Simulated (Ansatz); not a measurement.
# C2H4Si: energies up the ladder, part 2 of 2

Aim: energies up the ladder, for C2H4Si, with the cost of each level.

Ansatz 0.2.0, Gaussian bases. Earlier steps stand in the parts before.

### Step 17. The cation of multiplicity 2 at the same geometry, PBE-D4/def2-TZVPP

File input.yaml:

```yaml
crystal:
  periodic: [false, false, false]
  atoms:
    - { symbol: C, position_ang: [1.94147278, -0.10985882, -0.19629565] }
    - { symbol: C, position_ang: [0.74374197, -0.04199124, -0.07515812] }
    - { symbol: Si, position_ang: [-1.06715467, 0.06086751, 0.10786488] }
    - { symbol: H, position_ang: [2.99984313, -0.16981361, -0.30333913] }
    - { symbol: H, position_ang: [-1.65782811, 0.58476299, -1.14734657] }
    - { symbol: H, position_ang: [-1.60942312, -1.29067001, 0.38749868] }
    - { symbol: H, position_ang: [-1.395552, 0.97160318, 1.23108592] }
magnetization:
  spin_polarized: true
  initial_magnetization: 1
total_charge: 1
basis:
  gaussian: { orbitals: def2-TZVPP }
hamiltonian:
  xc: pbe
  dispersion: d4
```

Launch:

```console
ansatz run input.yaml --threads 4 --pin off --max-ram 10240MiB --backend cpu --events-out ev --progress --plain --runs-dir out
```

The program printed (excerpt; [...] marks lines left out):

```text
Warning: RAYON_NUM_THREADS=4 ignored (pool sized by the plan → 4); use --threads N
Engine: ansatz 0.2.0, x86_64-unknown-linux-gnu
Functional definition: PBE
  parameter kappa = 0.804
  parameter beta = 0.06672455060314922
  exchange = pbe_x(kappa = kappa, mu = beta*pi^2/3)
  correlation = pbe_c(beta = beta)
884 factors; their error is unknown
mean field evaluation 1: about -9982.7432 eV, gradient 5.2e1 eV
mean field evaluation 2: about -9852.5739 eV, gradient 1.2e2 eV
mean field evaluation 4: about -9990.1231 eV, gradient 3.5e1 eV
mean field evaluation 8: about -9998.2737 eV, gradient 1.5e0 eV
mean field evaluation 16: about -9998.2960 eV, gradient 2.3e-1 eV
mean field evaluation 32: about -9998.2717 eV, gradient 4.0e-4 eV
mean field evaluation 64: about -9998.2729 eV, gradient 9.0e-2 eV
mean field evaluation 96: about -9998.2721 eV, gradient 4.0e-2 eV
mean field -9998.27168738 eV, -367.4297074394 hartree, gradient 2.3e-6 eV, S^2 0.753248; 10 other end points of the search recorded, 0 dependent functions left out
reference -9998.27172875 eV, -367.4297089594 hartree; 15, 14 occupied and 145, 146 virtual orbitals, 884 factors
Total energy: -9998.35721967 eV, -367.4328506931 hartree
```

It took 9.8 s on 4 threads of Intel Xeon 6975P-C (Granite Rapids), shared host; peak memory 0.36 GiB.

### Step 18. The cation of multiplicity 2 at the same geometry, r2SCAN-D4/def2-TZVPP

Changes to input.yaml since step 17:

```diff
@@ -17,3 +17,3 @@
 hamiltonian:
-  xc: pbe
+  xc: r2scan
   dispersion: d4
```

Launch:

```console
ansatz run input.yaml --threads 4 --pin off --max-ram 10240MiB --backend cpu --events-out ev --progress --plain --runs-dir out
```

The program printed (excerpt; [...] marks lines left out):

```text
Warning: RAYON_NUM_THREADS=4 ignored (pool sized by the plan → 4); use --threads N
[... 7 set-up lines as earlier in the session ...]
884 factors; their error is unknown
mean field evaluation 1: about -9989.8350 eV, gradient 4.8e1 eV
mean field evaluation 2: about -9897.6241 eV, gradient 1.1e2 eV
mean field evaluation 4: about -9997.3739 eV, gradient 2.9e1 eV
mean field evaluation 8: about -10003.2622 eV, gradient 3.7e-1 eV
mean field evaluation 16: about -10003.2406 eV, gradient 2.9e-2 eV
mean field evaluation 32: about -10003.2416 eV, gradient 7.9e-5 eV
mean field evaluation 64: about -10003.2416 eV, gradient 1.2e-4 eV
mean field -10003.24164430 eV, -367.6123499873 hartree, gradient 1.5e-6 eV, S^2 0.757159; 5 other end points of the search recorded, 0 dependent functions left out
reference -10003.24165854 eV, -367.6123505107 hartree; 15, 14 occupied and 145, 146 virtual orbitals, 884 factors
Total energy: -10003.26144978 eV, -367.6130778251 hartree
```

Run time: 18 s. Hardware: 4 threads of Intel Xeon 6975P-C (Granite Rapids), shared host; peak memory 0.41 GiB.

### Step 19. The cation of multiplicity 2 at the same geometry, B3LYP-D4/def2-TZVPP

Changes to input.yaml since step 18:

```diff
@@ -17,3 +17,3 @@
 hamiltonian:
-  xc: r2scan
+  xc: { name: B3LYP }
   dispersion: d4
```

Launch:

```console
ansatz run input.yaml --threads 4 --pin off --max-ram 10240MiB --backend cpu --events-out ev --progress --plain --runs-dir out
```

The program printed (excerpt; [...] marks lines left out):

```text
Warning: RAYON_NUM_THREADS=4 ignored (pool sized by the plan → 4); use --threads N
[... 7 set-up lines as earlier in the session ...]
887 factors; their error is unknown
mean field evaluation 1: about -9993.0107 eV, gradient 4.7e1 eV
mean field evaluation 2: about -9941.7176 eV, gradient 9.5e1 eV
mean field evaluation 4: about -10003.1433 eV, gradient 2.2e1 eV
mean field evaluation 8: about -10006.0551 eV, gradient 2.2e-1 eV
mean field evaluation 16: about -10006.0652 eV, gradient 3.9e-3 eV
mean field evaluation 32: about -10006.0657 eV, gradient 4.9e-4 eV
mean field evaluation 64: about -10006.0661 eV, gradient 3.9e-3 eV
mean field -10006.06567628 eV, -367.7161312483 hartree, gradient 8.7e-6 eV, S^2 0.755169; 5 other end points of the search recorded, 0 dependent functions left out
reference -10006.06592955 eV, -367.7161405559 hartree; 15, 14 occupied and 145, 146 virtual orbitals, 887 factors
Total energy: -10006.20530568 eV, -367.7212625341 hartree
```

Wall time 15 s (4 threads of Intel Xeon 6975P-C (Granite Rapids), shared host); peak memory 0.46 GiB.

### Step 20. The cation of multiplicity 2 at the same geometry, wB97M-V/def2-TZVPP

Changes to input.yaml since step 19:

```diff
@@ -17,3 +17,2 @@
 hamiltonian:
-  xc: { name: B3LYP }
-  dispersion: d4
+  xc: { name: wB97M-V }
```

Launch:

```console
ansatz run input.yaml --threads 4 --pin off --max-ram 10240MiB --backend cpu --events-out ev --progress --plain --runs-dir out
```

The program printed (excerpt; [...] marks lines left out):

```text
Warning: RAYON_NUM_THREADS=4 ignored (pool sized by the plan → 4); use --threads N
[...]
[... 1 set-up line as earlier in the session ...]
[...]
  gx(w, u) = 1 - cx + cx01*u + cx10*w
  gss(w, u) = css00 + css04*u^4 + css10*w + css20*w^2 + css43*w^4*u^3
  gos(w, u) = cos00 + cos10*w + (cos20 + cos21*u)*w^2 + (cos60 + cos61*u)*w^6
[...]
      + integral(e_c_pw_mod_opposite_spin*gos(b97_w_opposite, b97_u_opposite)) + vv10(b, c)
887 factors; their error is unknown
214 factors; integrals over basis functions are off by at most 1.2e-5 eV
[...]
mean field -10003.47420943 eV, -367.6208965982 hartree, gradient 9.2e-6 eV, S^2 0.754902; 4 other end points of the search recorded, 0 dependent functions left out
reference -10003.47425684 eV, -367.6208983406 hartree; 15, 14 occupied and 145, 146 virtual orbitals, 887 factors
Total energy: -10003.47425684 eV, -367.6208983406 hartree
```

It took 56 s on 4 threads of Intel Xeon 6975P-C (Granite Rapids), shared host; peak memory 0.63 GiB.

### Step 21. The cation of multiplicity 2 at the same geometry, B2PLYP/def2-TZVPP

Changes to input.yaml since step 20:

```diff
@@ -17,2 +17,2 @@
 hamiltonian:
-  xc: { name: wB97M-V }
+  xc: { name: B2PLYP }
```

Launch:

```console
ansatz run input.yaml --threads 4 --pin off --max-ram 10240MiB --backend cpu --events-out ev --progress --plain --runs-dir out
```

The program printed (excerpt; [...] marks lines left out):

```text
Warning: RAYON_NUM_THREADS=4 ignored (pool sized by the plan → 4); use --threads N
[...]
[... 1 set-up line as earlier in the session ...]
[...]
931 factors; integrals over basis functions are off by at most 9.7e-4 eV
[...]
mean field -9996.54805834 eV, -367.3663652404 hartree, gradient 1.6e-10 eV, S^2 0.755076; 6 other end points of the search recorded, 0 dependent functions left out
7 core orbitals not correlated: weight in the atoms' cores, before any rotation towards them, 1.000 or more for the frozen orbitals, at most 0.000 for the correlated occupied ones
reference -9996.54821892 eV, -367.3663711414 hartree; 8, 7 occupied and 145, 146 virtual orbitals, 931 factors
second order -12.48211766 eV of doubles, -0.00000000 eV of singles
Total energy: -9999.91839068 eV, -367.4902226695 hartree
```

Wall time 36 s (4 threads of Intel Xeon 6975P-C (Granite Rapids), shared host); peak memory 0.47 GiB.

### Step 22. The cation of multiplicity 2 at the same geometry, CCSD(T)/def2-TZVPP

Changes to input.yaml since step 21:

```diff
@@ -16,3 +16,5 @@
   gaussian: { orbitals: def2-TZVPP }
-hamiltonian:
-  xc: { name: B2PLYP }
+correlation:
+  method: ccsd_t
+scf:
+  omitted_lower_state_checks: [cluster_reference]
```

Launch:

```console
ansatz run input.yaml --threads 4 --pin off --max-ram 10240MiB --backend cpu --events-out ev --progress --plain --runs-dir out
```

The program printed (excerpt; [...] marks lines left out):

```text
Warning: RAYON_NUM_THREADS=4 ignored (pool sized by the plan → 4); use --threads N
[...]
[... 1 set-up line as earlier in the session ...]
[...]
931 factors; integrals over basis functions are off by at most 9.7e-4 eV
[...]
mean field -9976.49431341 eV, -366.6294037072 hartree, gradient 6.0e-10 eV, S^2 0.756289; 9 other end points of the search recorded, 0 dependent functions left out
7 core orbitals not correlated: weight in the atoms' cores, before any rotation towards them, 1.000 or more for the frozen orbitals, at most 0.000 for the correlated occupied ones
reference -9976.49431341 eV, -366.6294037072 hartree; 8, 7 occupied and 145, 146 virtual orbitals, 931 factors
second order -9.88854684 eV of doubles, -0.00000000 eV of singles
cycle   1  -10.66846231 eV  change   -7.8e-1 eV  update   8.5e-2
[...]
cycle  13  -11.12823025 eV  change   -6.2e-6 eV  update   1.1e-5
perturbative correction -0.45566866 eV, -0.0167455143 hartree
Total energy: -9988.07821232 eV, -367.0551041403 hartree
Checks for a lower state left out: cluster_reference
```

Wall time 41 s (4 threads of Intel Xeon 6975P-C (Granite Rapids), shared host); peak memory 3 GiB.

### Step 23. The cation of multiplicity 2 at the same geometry, CCSD(T)/def2-QZVPP

Changes to input.yaml since step 22:

```diff
@@ -15,3 +15,3 @@
 basis:
-  gaussian: { orbitals: def2-TZVPP }
+  gaussian: { orbitals: def2-QZVPP.json }
 correlation:
```

Launch:

```console
ansatz run input.yaml --threads 4 --pin off --max-ram 10240MiB --backend cpu --events-out ev --progress --plain --runs-dir out
```

The program printed (excerpt; [...] marks lines left out):

```text
Warning: RAYON_NUM_THREADS=4 ignored (pool sized by the plan → 4); use --threads N
[...]
[... 1 set-up line as earlier in the session ...]
[...]
1793 factors; integrals over basis functions are off by at most 1.2e-3 eV
[...]
mean field -9976.83802062 eV, -366.6420347140 hartree, gradient 2.3e-10 eV, S^2 0.756420; 9 other end points of the search recorded, 0 dependent functions left out
7 core orbitals not correlated: weight in the atoms' cores, before any rotation towards them, 1.000 or more for the frozen orbitals, at most 0.000 for the correlated occupied ones
reference -9976.83802062 eV, -366.6420347140 hartree; 8, 7 occupied and 289, 290 virtual orbitals, 1793 factors
too little memory for Intel AMX tiles; the run may be slower
second order -10.59350331 eV of doubles, -0.00000000 eV of singles
cycle   1  -11.23050428 eV  change   -6.4e-1 eV  update   8.5e-2
[...]
cycle  13  -11.69454518 eV  change   -8.9e-6 eV  update   1.2e-5
perturbative correction -0.49927616 eV, -0.0183480604 hartree
Total energy: -9989.03184196 eV, -367.0901493830 hartree
Checks for a lower state left out: cluster_reference
```

Wall time 31 min (4 threads of Intel Xeon 6975P-C (Granite Rapids), shared host); peak memory 6.9 GiB.

### Step 24. Extrapolation to the basis-set limit

CCSD(T)/CBS estimate, frozen core: CCSD(T) correlation extrapolated, from def2-TZVPP and def2-QZVPP: mean field -9976.8854 eV, total -9989.5310 eV. The exponents are 7.88 (mean field) and 2.97 (correlation).

### Step 25. The levels compared

```csv
level,C1–C2 (Å),C2–Si3 (Å),rotational constants (MHz),dipole (D),highest frequency (cm⁻¹),CPU time
PBE0-D4/def2-TZVPP,1.2058,1.8230,"85349, 4840.7, 4840.7",0.40,3467,17 s
```

Constants are for the commonest isotopes at the equilibrium geometry; times are CPU times of the relaxations.

### Step 26. Vertical ionisation energy

```csv
level,vertical ionisation energy (eV),from CCSD(T)/CBS (eV),CPU time of both
PBE-D4/def2-TZVPP,10.452,-0.584,38 s
r2SCAN-D4/def2-TZVPP,10.479,-0.556,69 s
B3LYP-D4/def2-TZVPP,10.646,-0.389,59 s
wB97M-V/def2-TZVPP,10.734,-0.302,3.7 min
B2PLYP/def2-TZVPP,10.816,-0.220,2.4 min
CCSD(T)/def2-TZVPP,10.941,-0.095,2.9 min
CCSD(T)/def2-QZVPP,10.992,-0.044,2.2 h
CCSD(T)/CBS,11.036,+0.000,-
```

### Step 27. Outcome

What follows sums up all 2 parts.

```
                               quantity             value
            C1–C2 at PBE0-D4/def2-TZVPP           1.206 Å
           C2–Si3 at PBE0-D4/def2-TZVPP           1.823 Å
      frequencies at PBE0-D4/def2-TZVPP  233 to 3467 cm⁻¹
vertical ionisation energy, CCSD(T)/CBS         11.036 eV
```

What this shows: No mode is imaginary, so the geometry is a minimum. For the vertical ionisation energy, CCSD(T)/def2-QZVPP comes nearest to CCSD(T)/CBS (-0.04 eV) and PBE-D4/def2-TZVPP is farthest (-0.58 eV).
